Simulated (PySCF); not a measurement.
Worked example: H$_{2}$Al–N⁺, quartet against H₂Al–N, triplet

Geometry (PBE0/def2-TZVP stationary point of a triplet), kept for both states (H2Al–N, triplet: A2; H2Al–N⁺, quartet: A2):

```json
{"atom": "Al", "x (Å)": "0.0000", "y (Å)": "0.0000", "z (Å)": "0.5783"}
{"atom": "N", "x (Å)": "0.0000", "y (Å)": "0.0000", "z (Å)": "-1.3042"}
{"atom": "H", "x (Å)": "0.0000", "y (Å)": "1.3969", "z (Å)": "1.3219"}
{"atom": "H", "x (Å)": "0.0000", "y (Å)": "-1.3969", "z (Å)": "1.3219"}
```

Basis cc-pVDZ; PySCF 2.14.0. Correlated methods freeze the noble-gas cores. Prefix R: restricted or restricted open-shell reference; prefix U: unrestricted.

Full CI isn't at hand for all of this; RCCSDT serves as the reference. It lacks quadruple excitations, which often exceed the step from CCSD(T) to CCSDT. The frozen core follows each run's orbitals, which can shift R against U totals by a few meV.

| level | E(H2Al–N, triplet) (hartree) | E(H2Al–N⁺, quartet) (hartree) |
| --- | --- | --- |
| UHF | -297.459972 | -297.141011 |
| UMP2 | -297.620688 | -297.266805 |
| UCCSD(T) | -297.658441 | -297.304770 |
| PBE | -298.030992 | -297.665965 |
| B3LYP | -298.270471 | -297.898690 |
| RCCSDT | -297.659203 | -297.305520 |

Task: Give the vertical gap, H2Al–N⁺ quartet less H2Al–N triplet, at each level in eV (1 hartree = 27.2114 eV), and each error against RCCSDT.

Result: RCCSDT: (-297.305520 − (-297.659203)) × 27.2114 = 9.624 eV (the reference)
B3LYP: (-297.898690 − (-298.270471)) × 27.2114 = 10.117 eV, error 0.493 eV
PBE: (-297.665965 − (-298.030992)) × 27.2114 = 9.933 eV, error 0.309 eV
UCCSD(T): (-297.304770 − (-297.658441)) × 27.2114 = 9.624 eV, error 0.000 eV
UMP2: (-297.266805 − (-297.620688)) × 27.2114 = 9.630 eV, error 0.006 eV
UHF: (-297.141011 − (-297.459972)) × 27.2114 = 8.679 eV, error -0.945 eV

Total energies of functionals can't be set beside those of wave-function methods, since they hold the core's correlation and their own absolute errors; only the differences compare.

In so small a basis the reference is far from its limit while semilocal and hybrid functionals are nearer theirs, so the functionals' errors here hold much of the reference's basis and frozen-core error, which can add to them or hide them.

Each level lands on the state that its own search finds. T1 diagnostics of restricted CCSD: 0.019 and 0.034.
